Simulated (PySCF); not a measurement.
BeH, multiplicity 2. Atoms are numbered in the order given.

```xyz
2

Be     0.0000     0.0000    -0.2707
H      0.0000     0.0000     1.0828
```
Charge 0, spin multiplicity 2.

The structure is a stationary point at PBE0-D3(BJ)/def2-TZVPD. The spin state was assumed, not searched.

All values below come from C-PCM-B3LYP/def2-TZVPD (PySCF).

The values are the electrostatic part of the solvation free energy, E(continuum) − E(gas) at the gas-phase geometry, in a cavity of scaled van der Waals radii (PySCF's table); cavitation and dispersion terms are not included. A continuum can't describe solvent molecules that bind to the metal. The dipole moment in vacuum is 0.32 D.

Question: Estimate the values in water (ε = 78.36), ethylethanoate (ε = 5.99), ethanol (ε = 24.85). (An estimate is asked for; the answer gives what the named calculation found.)

Answer: 
```tsv
solvent	ε	ΔG(elec) (kcal/mol)	dipole (D)
water	78.36	-3.4	0.55
ethylethanoate	5.99	-2.8	0.50
ethanol	24.85	-3.3	0.54
```
